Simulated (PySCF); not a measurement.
Work out the structure from these simulated measurements.

Formula: C3H7N2; charge +1.

| Property | Result |
| --- | --- |
| UV, first state | lowest singlet excitation: 5.28 eV (235 nm, f = 0.737) [TDDFT CAM-B3LYP/aug-cc-pVTZ] |
| Rotational structure | rotational constants A, B, C: 34.384, 2.197, 2.065 GHz [PBE0-D3(BJ)/def2-TZVP] |
| NMR, other nuclei | isotropic shieldings of nuclei other than C and H, by class: 130 (2 N) ppm [GIAO PBE0/pcSseg-2] |
| Triplet | lowest triplet excitation (Tamm–Dancoff): 3.14 eV [TDA CAM-B3LYP/aug-cc-pVTZ] |
| 1H NMR | chemical shifts (computed TMS as zero) by class: 7.74 (2 H), 6.23 (4 H), 5.90 (1 H) ppm [GIAO PBE0/pcSseg-2] |
| Polarisability | 59.1 au [CAM-B3LYP/aug-cc-pVTZ] |
| 13C NMR | chemical shifts (computed TMS as zero) by class: 175.0 (2 C), 103.8 (1 C) ppm [GIAO PBE0/pcSseg-2] |

Gas-phase values; electronic properties from PySCF, density fitting. Levels stand in brackets. The structure is a single PBE0-D3(BJ)/def2-TZVP conformer in the gas phase; no vibrational or solvent corrections. NMR classes are plain means over equivalent atoms (diastereotopic ones count apart unless rotation or inversion swaps them), as if these changed places fast.

Question: What is the compound? Reason from the data.

Answer: Numbering: `[NH2:1]/[CH:2]=[CH:3]/[CH:4]=[NH2+:5]`. 3 carbons fall into 2 classes; from least to most shielded: carbon bonded to C, N and H [C2/C4] (175.0 ppm, 2 C), alkene CH carbon [C3] (103.8 ppm). Hydrogen classes from least to most shielded: 2 H on 2 like atoms (carbon bonded to C, N and H), C2/C4 (7.74 ppm), 4 H on 2 like atoms (nitrogen bonded to C and 2 H), N1/N5 (6.23 ppm), 1 H on an alkene CH carbon, C3 (5.90 ppm). The other shieldings belong to: 130 ppm, nitrogen bonded to C and 2 H [N1/N5]. S1 is mainly HOMO→LUMO (weight 0.97); the largest Löwdin shares of the orbital it empties are 0.28 on the alkene CH carbon and 0.17 on each of 2 atoms of one kind (nitrogen bonded to C and 2 H), of the orbital it fills 0.23 on each of 2 atoms of one kind (carbon bonded to C, N and H) and 0.15 on each of 2 atoms of one kind (nitrogen bonded to C and 2 H). The optimised geometry has point group C2v and is an asymmetric top. Structure: streptocyanine-3 (`N/C=C/C=[NH2+]`). The assignments are read from this structure; whether some other isomer fits the data as well wasn't checked.

Conformer computed: `[NH2:1]/[CH:2]=[CH:3]/[CH:4]=[NH2+:5]`: C2–C3–C4–N5 180°, H–N1–C2–C3 180°, H–N1–C2–C3 0°.
